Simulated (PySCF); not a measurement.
CH6BN.
Structure used (GFN2-xTB), in Å, numbered top down from 1:
```xyz
9
CH6BN angstrom
B      1.3217   -0.1279   -0.4442
N      0.2646   -0.2140    0.4322
C     -1.1009    0.2012    0.2118
H      1.1451    0.3309   -1.5081
H      2.3724   -0.5151   -0.0990
H      0.3919   -0.6042    1.3557
H     -1.3994    0.9648    0.9366
H     -1.1937    0.6157   -0.7895
H     -1.7882   -0.6452    0.3065
```

The closed-shell ground state was solved at several levels (PySCF, density fitting, gas phase, non-relativistic).

```json
{"level": "wB97X-D/def2-SVPD", "basis functions": "108", "total energy (Eh)": "-121.2229", "HOMO (eV)": "-9.80", "LUMO (eV)": "2.15", "gap (eV)": "11.95", "dipole (D)": "2.02"}
{"level": "PBE0/pcSseg-1", "basis functions": "81", "total energy (Eh)": "-121.1715", "HOMO (eV)": "-7.89", "LUMO (eV)": "0.46", "gap (eV)": "8.35", "dipole (D)": "2.19"}
```

(1) What might B3LYP/pcJ-1 (141 basis functions) give for the same quantities?

(2) Over all these levels, which gives the widest orbital gap and which the narrowest?

(3) How far do the dipole and the HOMO energy spread over the levels?

## Answers

(1) Total energy -121.3621 Eh, HOMO -7.64 eV, LUMO 0.22 eV, gap 7.86 eV, dipole 2.20 D.

(2) wB97X-D/def2-SVPD (range-separated hybrid) has the widest, 11.95 eV, and B3LYP/pcJ-1 (global hybrid, 20 % exact exchange) the narrowest, 7.86 eV. Functional and basis both differ between the two, so the spread mixes both effects.

(3) The dipole runs from 2.02 to 2.20 D (mean 2.14 D) and the HOMO from -9.80 to -7.64 eV.

wB97X-D is run here without its empirical dispersion term; that term would change no orbital, density or response property at a fixed geometry.
